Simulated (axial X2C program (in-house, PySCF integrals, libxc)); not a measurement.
**Nuclear properties of NaC**

Computed with an axial X2C code built on PySCF integrals: two-component X2C with atomic mean-field Coulomb and Gaunt terms, Gaussian nuclei, basis Na dyall-cv3z, C dyall-v3z with contracted cores.

R = 2.235 Å (near the PBE0 minimum at charge 0 of the determinant lowest at the starting distance; the state shown can have its own minimum elsewhere).

Determinant lowest in the PBE0 search, Ω = 3/2 (⟨Sz⟩ = 1.50, ⟨Lz⟩ = 0.00 at PBE0), spin on the atoms Na 0.12, C 1.38:

```
    level  Eeff magnitude (GV/cm)  Ws magnitude Na (kHz)  Ws magnitude C (kHz)  A∥/gI Na (MHz)  qzz Na (a.u.)  A∥/gI C (MHz)  qzz C (a.u.)  μ (D)
     PBE0                  0.0252                0.00441               0.00245            90.6          -0.16           11.1          0.10  -7.58
       HF                  0.0239                0.00379               0.00271            56.7          -0.23           37.4          0.01  -8.48
    B3LYP                  0.0251                0.00448               0.00234             105          -0.15           30.2          0.14  -7.31
    PBE50                  0.0256                0.00445               0.00251            77.4          -0.19           12.9          0.06  -8.05
BHandHLYP                  0.0263                0.00473                0.0024            89.8          -0.18           33.7          0.09  -7.88
```

Eeff is the effective electric field on the electron electric dipole moment in this Ω state and Ws the scalar–pseudoscalar constant of the nucleus named (defined with the proton number Z and per Ω); A∥ (defined per Ω) follows by multiplying with gI = μI/(I μN); qzz is the electric field gradient, eQq0 = 234.96 MHz × Q/barn × qzz; μ is positive if the C end (last atom) is positive. The operators were transformed with the bare-nucleus X2C matrices; with these basis sets, hyperfine constants and field gradients can be off by tens of per cent, and where levels differ in sign neither size nor sign is settled.

(1) With gI(23Na) = 1.4783, Q(23Na) = 0.104 barn (g factors from the IAEA table of nuclear moments by Stone; Q from Pyykkö, Mol. Phys. 2018), turn the PBE0 values of the first state into constants in MHz.

Each state is one determinant with collinear spin, which with several unpaired electrons need not be a pure state. Unrestricted Hartree–Fock can overshoot spin polarisation at the nuclei. This is the top spin component of a Σ state; components of lower Ω are not single determinants and can lie lower. With several open shells hyperfine constants can be off by a factor of several. The search compared states at one distance, so a state with another bond length can lie lower. Further determinants of the search, some of them spin-mixed, are not shown. Where a field gradient or hyperfine factor spreads by more than a factor of two over the levels, a constant derived from it is not to be relied on.

Answers

(1) A∥(23Na) = 90.6 × 1.4783 = 134 MHz; eQq0(23Na) = 234.96 × (0.104) × (-0.16) = -3.91 MHz.
